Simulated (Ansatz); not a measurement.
# B2H4O: how energies converge with the basis set

The task here is to estimate one member of a computed series from the others.

The runs use Ansatz 0.2.0, Gaussian basis; one geometry, several basis sets.

The runs, in order: PBE0-D4/def2-SVP; ωB97M-V/def2-SVP; PBE0-D4/def2-QZVPP; ωB97M-V/def2-QZVPP; CCSD(T)/cc-pV(D+d)Z; CCSD(T)/cc-pV(T+d)Z; CCSD(T)/cc-pV(Q+d)Z; the functionals' def2-TZVPP values are taken from earlier runs.

**The relaxed structure**

An earlier PBE0-D4 in a triple-zeta def2 set relaxation fixed the geometry.

SMILES `BOB`, 7 atoms, charge 0, spin multiplicity 1.

Atoms are counted from 1 here; the program's logs count them from 0.

Bond lengths: B1–O2 1.365 Å, B1–H4 1.199 Å, B1–H5 1.196 Å, O2–B3 1.365 Å, B3–H6 1.196 Å, B3–H7 1.199 Å. Angles: O2–B1–H4 119.7°, O2–B1–H5 117.4°, H4–B1–H5 122.9°, B1–O2–B3 124.6°, O2–B3–H6 117.4°, O2–B3–H7 119.7°, H6–B3–H7 122.9°.

Set-up of the first run:

Contents of in.yaml:

```yaml
crystal:
  periodic: [false, false, false]
  atoms:
    - {symbol: B, position_ang: [-1.059763, 0.214347, -0.528894]}
    - {symbol: O, position_ang: [-0.163257, 0.458586, 0.471655]}
    - {symbol: B, position_ang: [1.049218, -0.157401, 0.593875]}
    - {symbol: H, position_ang: [-0.796746, -0.590791, -1.377960]}
    - {symbol: H, position_ang: [-2.085768, 0.827796, -0.510366]}
    - {symbol: H, position_ang: [1.734628, 0.155936, 1.521984]}
    - {symbol: H, position_ang: [1.382989, -0.976672, -0.215894]}
basis:
  gaussian: {orbitals: def2-SVP}
hamiltonian: {xc: pbe0, dispersion: d4}
output: {orbitals: {seedname: orbitals}}
```

Started as:

```bash
$ ansatz run in.yaml --threads 4 --pin off --events-out ev --progress --plain --max-ram 10444MiB
```

Among the steps run: PBE0-D4 in def2-SVP; ωB97M-V in def2-SVP; PBE0-D4 in def2-QZVPP; ωB97M-V in def2-QZVPP.

One of the session's tables, all rows but one given; the rest of the session is left out.

| functional | basis | HOMO (eV) |
| --- | --- | --- |
| PBE0-D4 | def2-SVP | ? |
| PBE0-D4 | def2-TZVPP | -8.68 |
| PBE0-D4 | def2-QZVPP | -8.70 |
| ωB97M-V | def2-SVP | -10.98 |
| ωB97M-V | def2-TZVPP | -11.07 |
| ωB97M-V | def2-QZVPP | -11.08 |

**Question.** Estimate the row for PBE0-D4, def2-SVP.

**Answer.** HOMO (eV): -8.64. In the column «HOMO (eV)» it is the highest.
